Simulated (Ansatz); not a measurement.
Relative stability

Two relaxed structures of C$_{2}$H$_{4}$B (charge -1), closed shell (PBE0-D4/def2-TZVPD; forces vanish, vibrations not checked).

A:

C1  (-1.068, -1.293, -0.196)
B2  (-0.210, -0.165, -0.034)
C3  (0.648, 0.964, 0.128)
H4  (-2.139, -1.205, -0.374)
H5  (1.156, 1.448, -0.706)
H6  (0.854, 1.420, 1.095)
H7  (-0.711, -2.322, -0.152)
(Å)

B:

C1  (-1.527, -1.040, -0.275)
B2  (-0.445, -0.303, -0.080)
C3  (0.838, 0.571, 0.151)
H4  (-2.402, -1.637, -0.433)
H5  (1.051, 1.232, -0.700)
H6  (0.748, 1.218, 1.033)
H7  (1.737, -0.040, 0.303)
(Å)

Computed with Ansatz 0.2.0 (basis: def2-TZVPPD); correlated methods freeze the cores. B3LYP uses VWN-RPA correlation.

**Question.** Which structure is lower at CCSD(T), and by how much? (Judge from chemistry; the value comes from the calculation.)

**Answer.** By the calculation: A, by 0.580 eV (electronic energy, against the other). By their contacts, A is C₂H₄B ([CH2][B][CH2]), total charge -1 and B is C₂H₄B ([CH][B][CH3]), total charge -1.

All methods give the same order:

```
   method  E(B) − E(A) (eV)
   PBE-D4             0.672
r2SCAN-D4             0.688
  PBE0-D4             0.686
 B3LYP-D4             0.697
  wB97M-V             0.680
       HF             0.747
      MP2             0.516
     CCSD             0.617
  CCSD(T)             0.580
```

T1 diagnostic: at most 0.014.

Labels in which every atom is bracketed show which atoms are joined, not bond orders.

For scale, one of the runs: CCSD(T)/def2-TZVPPD, 179 basis functions, launched by `ansatz run in.yaml --threads 2 --pin off --events-out ev --progress --plain --max-ram 4352MiB`. Time: 30 s of wall clock on 2 CPU threads of an Arm Neoverse V1; the host was shared. Peak host memory: 1.7 GiB.
